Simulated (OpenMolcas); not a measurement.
**PH3 (phosphine): a chain of runs**

Aim: the energy (UHF/STO-3G), then a single-point energy (CASSCF(2,2)/STO-3G), then a single-point energy (CASPT2(2,2)/STO-3G), then a single-point energy (SC-NEVPT2(2,2)/STO-3G), then a single-point energy (MRCI(2,2)/STO-3G) of PH3 (phosphine). 

The calculation is run with OpenMolcas 26.06.

## 1. The system as given

PH3: 4 atoms, total charge 0, spin state singlet. SMILES: `P`. The P1–H3 distance was set to 3.549 Å, away from the relaxed value. At this shape a bond of the SMILES string is far longer than usual.

Bond lengths: P1–H2 1.420 Å, P1–H4 1.420 Å. Angles: H2–P1–H4 93.1°.

## 2. The energy at UHF/STO-3G (run 1)

Contents of step1.inp:

```
&GATEWAY
 BasLib=$CurrDir
 Coord
 4
 angstrom
 P        2.373232       0.178246      -0.746196
 H        2.658132       0.470746       0.613604
 H       -1.005500      -0.663000      -0.057200
 H        2.055932       1.528246      -1.050296
 Basis=STO-3G
 Group=NoSym

&SEWARD

&SCF
 UHF
 Scramble=0.25
 PrOrbitals=1 1
```

The basis set STO-3G is read from a file made from the Basis Set Exchange's data (not shown).

The run is started by

```sh
export MOLCAS_MEM=1860
pymolcas step1.inp > step1.log
```

The log of the run:

```text
--- Start Module: gateway ---
[...]
--- Stop Module: gateway /rc=_RC_ALL_IS_WELL_ ---
--- Start Module: seward ---
[...]
      Basis functions           12
--- Stop Module: seward /rc=_RC_ALL_IS_WELL_ ---
--- Start Module: scf ---
[...]
       Convergence after  15 Iterations
[...]
::    Total SCF energy                               -338.4949517499
[...]
      Total spin, S                                     0.6205402735
[...]
      Total electronic charge=   18.000000
      Total            charge=   -0.000000
[...]
      Dipole Moment (debye):
      Origin of the operator (angstrom)=    2.2721    0.2020   -0.6945
                   X= -2.3780E-03               Y=  3.7285E-01               Z=  2.3778E-01           Total=  4.4223E-01
      Quadrupole Moment (debye*angstrom):
[...]
--- Stop Module: scf /rc=_RC_ALL_IS_WELL_ ---
[...]
```

Run time: 1.9 s. Hardware: 1 thread of Arm Neoverse V1, shared host; peak memory 0.37 GiB.

## 3. The energy at CASSCF(2,2)/STO-3G (run 2)

Contents of step2.inp:

```
>>> EXPORT MOLCAS_PRINT=2
&GATEWAY
BASLIB
$CurrDir
COORD
4
angstrom
P        2.373232       0.178246      -0.746196
H        2.658132       0.470746       0.613604
H       -1.005500      -0.663000      -0.057200
H        2.055932       1.528246      -1.050296
BASIS
STO-3G
GROUP
NoSym
&SEWARD
&RASSCF
FILEORB
$CurrDir/step1.UnaOrb
SPIN
1
NACTEL
2 0 0
INACTIVE
8
RAS2
2
ORBLISTING
Nothing
ORBAPPEAR
Compact
```

The basis set STO-3G is read from a file made from the Basis Set Exchange's data (not shown).

The run is started by

```sh
export MOLCAS_MEM=1860
pymolcas step2.inp > step2.log
```

The log of the run:

```text
--- Start Module: gateway ---
[...]
--- Stop Module: gateway /rc=_RC_ALL_IS_WELL_ ---
--- Start Module: seward ---
[...]
      Basis functions           12
--- Stop Module: seward /rc=_RC_ALL_IS_WELL_ ---
--- Start Module: rasscf ---
[...]
      Number of active orbitals                  2
[...]
      Spin quantum number                      0.0
[...]
      Active orbitals                            2
[...]
      Number of CSFs                             3
[...]
      Number of root(s) required                 1
[...]
      Convergence after  9 iterations
[...]
      printout of CI-coefficients larger than  0.05 for root  1
      energy=    -338.493680
      conf/sym  11     Coeff  Weight
             1  20  -0.73640 0.54228
             3  02   0.67655 0.45772
      Natural orbitals and occupation numbers for root  1
      sym 1:   1.084562   0.915438
      ************************************************************************************************************************
      *                                                    Final results                                                     *
[...]
::    RASSCF root number  1 Total energy:   -338.49367950
[...]
      Total electronic charge=   18.000000
      Total            charge=   -0.000000
[...]
      Dipole Moment (debye):
      Origin of the operator (angstrom)=    2.2721    0.2020   -0.6945
                   X=  3.7325E-04               Y=  3.6565E-01               Z=  2.3221E-01           Total=  4.3315E-01
      Quadrupole Moment (debye*angstrom):
[...]
--- Stop Module: rasscf /rc=_RC_ALL_IS_WELL_ ---
[...]
```

Wall time 1.6 s (1 thread of Arm Neoverse V1, shared host); peak memory 0.37 GiB.

## 4. The energy at CASPT2(2,2)/STO-3G (run 3)

Contents of step3.inp:

```
&GATEWAY
  BasLib
  $CurrDir
  Coord
  4
  angstrom
  P        2.373232       0.178246      -0.746196
  H        2.658132       0.470746       0.613604
  H       -1.005500      -0.663000      -0.057200
  H        2.055932       1.528246      -1.050296
  Basis
  STO-3G
  Group
  NoSym

&SEWARD

&RASSCF
  FileOrb
  $CurrDir/step2.RasOrb
  Spin
  1
  Nactel
  2 0 0
  Inactive
  8
  Ras2
  2
  OrbListing
  Nothing
  OrbAppear
  Compact

&CASPT2
  Imaginary
  0.1
  Frozen
  5
```

The basis set STO-3G is read from a file made from the Basis Set Exchange's data (not shown).

The run is started by

```sh
export MOLCAS_MEM=1860
pymolcas step3.inp > step3.log
```

The log of the run:

```text
--- Start Module: gateway ---
[...]
--- Stop Module: gateway /rc=_RC_ALL_IS_WELL_ ---
[...]
      Basis functions           12
[...]
--- Start Module: rasscf ---
[...]
      Number of active orbitals                  2
[...]
      Spin quantum number                      0.0
[...]
      Active orbitals                            2
[...]
      Number of CSFs                             3
[...]
      Number of root(s) required                 1
[...]
      Convergence after  4 iterations
[...]
      printout of CI-coefficients larger than  0.05 for root  1
      energy=    -338.493680
      conf/sym  11     Coeff  Weight
             1  20  -0.73640 0.54228
             3  02   0.67655 0.45772
      Natural orbitals and occupation numbers for root  1
      sym 1:   1.084562   0.915438
      ************************************************************************************************************************
      *                                                    Final results                                                     *
[...]
::    RASSCF root number  1 Total energy:   -338.49367950
[...]
      Total electronic charge=   18.000000
      Total            charge=   -0.000000
[...]
      Dipole Moment (debye):
      Origin of the operator (angstrom)=    2.2721    0.2020   -0.6945
                   X=  3.7581E-04               Y=  3.6564E-01               Z=  2.3220E-01           Total=  4.3314E-01
      Quadrupole Moment (debye*angstrom):
[...]
--- Stop Module: rasscf /rc=_RC_ALL_IS_WELL_ ---
--- Start Module: caspt2 ---
[...]
      E2 (Variational):          -0.0293758907
      Total energy:            -338.5230553910
[...]
      Reference weight:           0.98460
[...]
::    CASPT2 Root  1     Total energy:   -338.52305539
[...]
--- Stop Module: caspt2 /rc=_RC_ALL_IS_WELL_ ---
[...]
```

Run time: 1.6 s. Hardware: 1 thread of Arm Neoverse V1, shared host; peak memory 0.37 GiB.

## 5. A single-point energy at SC-NEVPT2(2,2)/STO-3G (run 4)

Contents of step4.input:

```
&GATEWAY
  BASLIB
  $CurrDir
  COORD
  4
  angstrom
  P        2.373232       0.178246      -0.746196
  H        2.658132       0.470746       0.613604
  H       -1.005500      -0.663000      -0.057200
  H        2.055932       1.528246      -1.050296
  BASIS
  STO-3G
  GROUP
  NoSym

&SEWARD

&RASSCF
  FILEORB
  $CurrDir/step2.RasOrb
  SPIN
  1
  NACTEL
  2 0 0
  INACTIVE
  8
  RAS2
  2
  ORBLISTING
  Nothing
  ORBAPPEAR
  Compact

&CASPT2
  SC-NEVPT2
  FROZEN
  5
```

The basis set STO-3G is read from a file made from the Basis Set Exchange's data (not shown).

The run is started by

```sh
export MOLCAS_MEM=1860
pymolcas step4.input > step4.log
```

The log of the run:

```text
--- Start Module: gateway ---
[...]
--- Stop Module: gateway /rc=_RC_ALL_IS_WELL_ ---
[...]
      Basis functions           12
[...]
--- Start Module: rasscf ---
[...]
      Number of active orbitals                  2
[...]
      Spin quantum number                      0.0
[...]
      Active orbitals                            2
[...]
      Number of CSFs                             3
[...]
      Number of root(s) required                 1
[...]
      Convergence after  4 iterations
[...]
      printout of CI-coefficients larger than  0.05 for root  1
      energy=    -338.493680
      conf/sym  11     Coeff  Weight
             1  20  -0.73640 0.54228
             3  02   0.67655 0.45772
      Natural orbitals and occupation numbers for root  1
      sym 1:   1.084562   0.915438
      ************************************************************************************************************************
      *                                                    Final results                                                     *
[...]
::    RASSCF root number  1 Total energy:   -338.49367950
[...]
      Total electronic charge=   18.000000
      Total            charge=   -0.000000
[...]
      Dipole Moment (debye):
      Origin of the operator (angstrom)=    2.2721    0.2020   -0.6945
                   X=  3.7581E-04               Y=  3.6564E-01               Z=  2.3220E-01           Total=  4.3314E-01
      Quadrupole Moment (debye*angstrom):
[...]
--- Stop Module: rasscf /rc=_RC_ALL_IS_WELL_ ---
--- Start Module: caspt2 ---
[...]
      E2 (Variational):          -0.0296042552
[...]
      E2 (Variational):          -0.0295995895
      Total energy:            -338.5232790898
[...]
      Reference weight:           0.98416
[...]
::    SC-NEVPT2 Root  1     Total energy:   -338.52327909
[...]
--- Stop Module: caspt2 /rc=_RC_ALL_IS_WELL_ ---
[...]
```

It took 1.6 s on 1 thread of Arm Neoverse V1, shared host; peak memory 0.37 GiB.

## 6. A single-point energy at MRCI(2,2)/STO-3G (run 5)

Contents of step5.inp:

```
>>> EXPORT MOLCAS_PRINT=2
&GATEWAY
BasLib=$CurrDir
Coord
4
angstrom
P        2.373232       0.178246      -0.746196
H        2.658132       0.470746       0.613604
H       -1.005500      -0.663000      -0.057200
H        2.055932       1.528246      -1.050296
Basis=STO-3G
Group=NoSym
&SEWARD
&RASSCF
FileOrb=$CurrDir/step2.RasOrb
Spin=1
Nactel=2 0 0
Inactive=8
Ras2=2
OrbListing=Nothing
OrbAppear=Compact
&MOTRA
LumOrb
Frozen=5
&GUGA
Electrons=8
Spin=1
Inactive=3
Active=2
CIAll=1
&MRCI
SDCI
```

The basis set STO-3G is read from a file made from the Basis Set Exchange's data (not shown).

The run is started by

```sh
export MOLCAS_MEM=1860
pymolcas step5.inp > step5.log
```

The log of the run:

```text
--- Start Module: gateway ---
[...]
--- Stop Module: gateway /rc=_RC_ALL_IS_WELL_ ---
[...]
      Basis functions           12
[...]
      Number of active orbitals                  2
[...]
      Spin quantum number                      0.0
[...]
      Active orbitals                            2
[...]
      Number of CSFs                             3
[...]
      Number of root(s) required                 1
[...]
      Convergence after  4 iterations
[...]
      printout of CI-coefficients larger than  0.05 for root  1
      energy=    -338.493680
      conf/sym  11     Coeff  Weight
             1  20  -0.73640 0.54228
             3  02   0.67655 0.45772
      Natural orbitals and occupation numbers for root  1
      sym 1:   1.084562   0.915438
      ************************************************************************************************************************
      *                                                    Final results                                                     *
[...]
::    RASSCF root number  1 Total energy:   -338.49367950
[...]
      Dipole Moment (debye):
      Origin of the operator (angstrom)=    2.2721    0.2020   -0.6945
                   X=  3.7581E-04               Y=  3.6564E-01               Z=  2.3220E-01           Total=  4.3314E-01
      Quadrupole Moment (debye*angstrom):
[...]
--- Start Module: guga ---
[...]
--- Stop Module: guga /rc=_RC_ALL_IS_WELL_ ---
[...]
       (But an ACPF correction will be computed)
       USE THE DEFAULT ACPF G-VALUE GFAC=  0.25000000000000000
[...]
                      CI ENERGY:  -338.53786746
[...]
                ACPF CORRECTION:    -0.00122495
[...]
      Total electronic charge=   18.000000
      Total            charge=   -0.000000
[...]
     ACPF CORRECTION:     -0.00122495
[...]
  CI State   1     Total energy:   -338.53786746     QDav:     -0.00164849     QACPF:     -0.00122495
[...]
```

Run time: 1.7 s. Hardware: 1 thread of Arm Neoverse V1, shared host; peak memory 0.37 GiB.

## 7. Outcome

| quantity | value |
| --- | --- |
| run 1, UHF/STO-3G: total energy | -338.49495 Eh |
| run 1, UHF/STO-3G: dipole moment | 0.44 D |
| run 1, UHF/STO-3G: HOMO energy | -7.47 eV |
| run 1, UHF/STO-3G: LUMO energy | 6.84 eV |
| run 1, UHF/STO-3G: HOMO–LUMO gap | 14.31 eV |
| run 1, UHF/STO-3G: ⟨S²⟩ | 1.006 |
| run 2, CASSCF(2,2)/STO-3G: total energy | -338.49368 Eh |
| run 2, CASSCF(2,2)/STO-3G: dipole moment (CASSCF density) | 0.43 D |
| run 3, CASPT2(2,2)/STO-3G: total energy | -338.52306 Eh |
| run 3, CASPT2(2,2)/STO-3G: dipole moment (CASSCF density) | 0.43 D |
| run 4, SC-NEVPT2(2,2)/STO-3G: total energy | -338.52328 Eh |
| run 4, SC-NEVPT2(2,2)/STO-3G: dipole moment (CASSCF density) | 0.43 D |
| run 5, MRCI(2,2)/STO-3G: total energy | -338.53787 Eh |
| run 5, MRCI(2,2)/STO-3G: dipole moment (CASSCF density) | 0.43 D |

What this shows: ⟨S²⟩ (run 1, UHF/STO-3G) is 1.01 where a pure singlet has 0.00: the reference is spin-contaminated. Mulliken charges (run 1, UHF/STO-3G) run from -0.14 on H2 to +0.27 on P1.
